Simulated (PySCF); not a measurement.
**Computed and reference excited states of `C=C/C=C/C=C` (hexatriene)**

Published values to compare with (the computed states carry no symmetry labels, so the two lists aren't matched line by line):

| state | E (eV) | f | kind of transition | source |
| --- | --- | --- | --- | --- |
| 3Bu(π→π*) | 2.69 |  | vertical absorption | [1] |
| 3Bu(π→π*) | 2.73 |  | vertical absorption | [2] |
| 3Ag(π→π*) | 4.32 |  | vertical absorption | [1] |
| 3Ag(π→π*) | 4.36 |  | vertical absorption | [2] |
| 1Bu(π→π*) | 5.34 |  | vertical absorption | [3] |
| 1Bu(π→π*) | 5.37 | 1.115 | vertical absorption | [2] |
| 1Bu(π→π*) | 5.58 |  | vertical absorption | [1] |
| 1Ag(π→π*) | 5.72 |  | vertical absorption | [1] |
| 1Au(π→3s) | 5.79 |  | vertical absorption | [3] |
| 1Au(π→3s) | 5.79 | 0.009 | vertical absorption | [2] |
| 1Bg(π→3p) | 5.93 |  | vertical absorption | [3] |
| 1Bg(π→3p) | 5.94 |  | vertical absorption | [2] |

[1] computed, CC3/TZVP, gas; arXiv:2401.06101 (2024), CC3 reference column of Thiel's set
[2] computed, theoretical best estimate (aug-cc-pVTZ, frozen core, CC3 geometry), gas; Veril, Scemama, Caffarel, Lipparini, Boggio-Pasqua, Jacquemin, Loos, WIREs Comput. Mol. Sci. 2021, 11, e1517 (QUESTDB)
[3] computed, theoretical best estimate (aug-cc-pVTZ), revised with CC4, gas; Loos, Lipparini, Matthews, Blondel, Jacquemin, revising reference values with EOM-CC4 (2022), arXiv:2204.11658

Species: hexatriene, C₆H₈.
SMILES: `C=C/C=C/C=C`

Computed, not measured: TDDFT PBE0/def2-SVPD, vertical, gas phase, core orbitals frozen in the response in PySCF. The structure is a single GFN2-xTB conformer in the gas phase; no vibrational or solvent corrections. Torsions of this conformer, `[CH2:1]=[CH:2]/[CH:3]=[CH:4]/[CH:5]=[CH2:6]`: C1–C2–C3–C4 180°, C3–C4–C5–C6 180°.

Computed singlets: 4.85 eV (f 1.092); 6.03 eV (f 0.000); 6.27 eV (f 0.000); 6.38 eV (f 0.011); 6.62 eV (f 0.000); 6.83 eV (f 0.001); 6.87 eV (f 0.000); 7.09 eV (f 0.000). Computed triplets (Tamm–Dancoff): 2.49, 4.25, 5.35 eV.

Q: How does the lowest computed singlet compare with the best estimate listed for the lowest singlet (vertical absorption)?

A: 4.85 eV against 5.34 eV for 1Bu(π→π*) [3]: a difference of -0.49 eV. Geometry and basis of the two calculations needn't be the same.

Q: How does the lowest computed triplet compare with the best estimate listed for the lowest triplet (vertical absorption)?

A: 2.49 eV against 2.73 eV for 3Bu(π→π*) [2]: a difference of -0.24 eV. Geometry and basis of the two calculations needn't be the same.

Note on [3]: revises the 2021 QUESTDB value.

On an Arm Neoverse N1 with one thread (shared host), this took 32 s wall.
